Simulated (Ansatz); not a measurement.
# CH₂OSi (SMILES C=[Si]=O): Born-Oppenheimer dynamics

Aim: follow the atoms for 30 steps of 0.5 fs with a Langevin thermostat, with velocities drawn for 300 K.

Program: Ansatz 0.2.0, Gaussian basis. Level of theory: PBE0-D4/def2-SVP. These are calculated values, not measurements.

**1. Where the work starts**

SMILES `C=[Si]=O`, 5 atoms, charge 0, spin multiplicity 1.

Atoms are counted from 1 here; the program's logs count them from 0.

Bond lengths: C1–Si2 1.748 Å, C1–H4 1.080 Å, C1–H5 1.080 Å, Si2–O3 1.501 Å. Angles: Si2–C1–H4 119.4°, Si2–C1–H5 119.3°, H4–C1–H5 114.6°, C1–Si2–O3 173.5°.

Geometry (Å):

```
C    -0.1797    0.6258   -0.4441
Si    0.3486   -0.7563    0.4862
O     0.9537   -1.9247    1.2093
H    -0.2984    1.5807    0.0458
H    -0.8243    0.4744   -1.2971
```

**2. Dynamics**

File md/in.yaml:

```yaml
crystal:
  periodic: [false, false, false]
  atoms:
    - {symbol: C, position_ang: [-0.179710, 0.625830, -0.444120]}
    - {symbol: Si, position_ang: [0.348640, -0.756320, 0.486190]}
    - {symbol: O, position_ang: [0.953700, -1.924670, 1.209270]}
    - {symbol: H, position_ang: [-0.298380, 1.580710, 0.045780]}
    - {symbol: H, position_ang: [-0.824250, 0.474450, -1.297120]}
basis:
  gaussian: {orbitals: def2-SVP}
hamiltonian: {xc: pbe0, dispersion: d4}
md: {n_steps: 30, timestep: 0.5, temperature: 300, ensemble: nvt_langevin, seed: 625, friction: 0.002, initial_velocities: maxwell_boltzmann}
```

Started as:

```
> ansatz run in.yaml --threads 2 --pin off --events-out ev --progress --plain --max-ram 3481MiB
```

**Question.** What will these runs give? Wanted: temperature at the start; mean temperature, second half; lowest and highest potential energy, from the first frame; largest change of potential + kinetic.

The runs gave:

```
                                                 quantity              value
                                                   length  30 steps, 15.0 fs
                                 temperature at the start              240 K
                            mean temperature, second half              230 K
lowest and highest potential energy, from the first frame     -36 and 62 meV
                    largest change of potential + kinetic           24.2 meV
```

In words: The thermostat trades energy with the molecule, so the sum of potential and kinetic energy isn't conserved: it changes by +18 meV over the run. The mean temperature of the second half is still well below the 300 K set. The temperature runs between 165 and 326 K. No bond breaks or forms, judged by distance. Under Langevin the temperature counts 3N degrees of freedom, more than the drawn velocities fill, so it starts at 240 K, not 300 K.
